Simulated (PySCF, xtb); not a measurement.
hydrogen isocyanide cation (CHN), SMILES [NH+]#[C-] (connectivity only; charge and spin as stated), charge +1, multiplicity 2.

Harmonic wavenumbers (cm⁻¹) from xtb with GFN2-xTB at its own minimum, in rising order: 585, 585, 2338, 3029.

Task: What does PBE-D3(BJ)/def2-TZVPD (PySCF) give at its own minimum? (An estimate is asked for; the answer gives what the named calculation found.)

Result: 557, 557, 2248, 3473. Paired by order, the mean absolute difference is 148 cm⁻¹ and the zero-point energies are 9.3 and 9.8 kcal/mol.
